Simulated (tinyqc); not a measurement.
Worked calculation: extended Hueckel theory, for LiF. Computed by tinyqc, a small Python program that keeps every step (integrals from PySCF). Settings: charge = 0, K = 1.5, weighted = 1, multiplicity = 1. Command: `OMP_NUM_THREADS=1 python tinyqc.py 23462 23463 out.jsonl` (the two numbers bound the seeds that draw the settings). One thread of a shared host (Intel(R) Xeon(R) Processor @ 2.60GHz), about 0.01 s of CPU time with the checks.

## Overlaps

Geometry (angstrom):
```
atom         x         y         z
Li    0.000000  0.000000  0.000000
F     0.000000  0.000000  1.522000
```

Parameters chosen for this run:
```
element  shell  Slater exponent   H_ii (eV)
Li          2s         0.650000   -5.400000
Li          2p         0.650000   -3.500000
F           2s         2.425000  -40.000000
F           2p         2.425000  -18.100000
```

Slater orbitals, each expanded in six Gaussians scaled to its exponent.

overlap S, lower triangle:
```
            1Li 2s   1Li 2px   1Li 2py    1Li 2pz     2F 2s    2F 2px    2F 2py    2F 2pz
1Li 2s    1.000000
1Li 2px   0.000000  1.000000
1Li 2py   0.000000  0.000000  1.000000
1Li 2pz   0.000000  0.000000  0.000000   1.000000
2F 2s     0.281238  0.000000  0.000000   0.419023  1.000000
2F 2px    0.000000  0.142929  0.000000   0.000000  0.000000  1.000000
2F 2py    0.000000  0.000000  0.142929   0.000000  0.000000  0.000000  1.000000
2F 2pz   -0.068504  0.000000  0.000000  -0.068740  0.000000  0.000000  0.000000  1.000000
```

## Wolfsberg-Helmholz matrix

diagonal H_ii (eV): 1Li 2s -5.400000, 1Li 2px -3.500000, 1Li 2py -3.500000, 1Li 2pz -3.500000, 2F 2s -40.000000, 2F 2px -18.100000, 2F 2py -18.100000, 2F 2pz -18.100000

K = 1.500000

H_ij = K' S_ij (H_ii + H_jj)/2 for i != j (the diagonal keeps H_ii), with K' = K + D^2 + D^4 (1 - K), D = (H_ii - H_jj)/(H_ii + H_jj), K = 1.5.

H (eV), lower triangle:
```
             1Li 2s    1Li 2px    1Li 2py     1Li 2pz       2F 2s      2F 2px      2F 2py      2F 2pz
1Li 2s    -5.400000
1Li 2px    0.000000  -3.500000
1Li 2py    0.000000   0.000000  -3.500000
1Li 2pz    0.000000   0.000000   0.000000   -3.500000
2F 2s    -12.207328   0.000000   0.000000  -17.828378  -40.000000
2F 2px     0.000000  -2.859586   0.000000    0.000000    0.000000  -18.100000
2F 2py     0.000000   0.000000  -2.859586    0.000000    0.000000    0.000000  -18.100000
2F 2pz     1.408148   0.000000   0.000000    1.375294    0.000000    0.000000    0.000000  -18.100000
```

## Orbitals

valence electrons = 8

Solve H C = S C e through S^(-1/2); fill by pairs from the bottom, a degenerate level sharing its electrons equally; each orbital has its largest coefficient positive (the first on a tie).

orbital energies (eV): -40.055698  -18.105060  -18.105060  -18.102351  -4.848981  -3.110919  -3.110919  10.603943

occupations: 2.000000  2.000000  2.000000  2.000000  0.000000  0.000000  0.000000  0.000000

coefficients:
```
              MO1        MO2       MO3        MO4        MO5        MO6        MO7        MO8
1Li 2s   0.026776   0.000000  0.000000  -0.010068   0.865252   0.000000   0.000000   0.603526
1Li 2px  0.000000  -0.008194  0.016655   0.000000   0.000000   0.832690   0.571959   0.000000
1Li 2py  0.000000   0.016655  0.008194   0.000000   0.000000  -0.571959   0.832690   0.000000
1Li 2pz  0.028123   0.000000  0.000000  -0.005016  -0.502899   0.000000   0.000000   0.995559
2F 2s    0.980125   0.000000  0.000000   0.005618  -0.040920   0.000000   0.000000  -0.619321
2F 2px   0.000000  -0.440209  0.894752   0.000000   0.000000  -0.134158  -0.092150   0.000000
2F 2py   0.000000   0.894752  0.440209   0.000000   0.000000   0.092150  -0.134158   0.000000
2F 2pz   0.003394   0.000000  0.000000   0.998915   0.030713   0.000000   0.000000   0.117863
```

sum of one-electron energies = -188.736340 eV

Within a degenerate level the vectors are fixed only up to a rotation; this is one choice.

## Mulliken analysis

P = C n C^T; charge = valence electrons (Li 1, F 7) minus the sum of (P S)_ii on the atom; overlap population = 2 sum P_ij S_ij between two atoms.

charges: 1Li 0.944924, 2F -0.944924

Overlap populations:
```
pair     value
2-1   0.100858
```
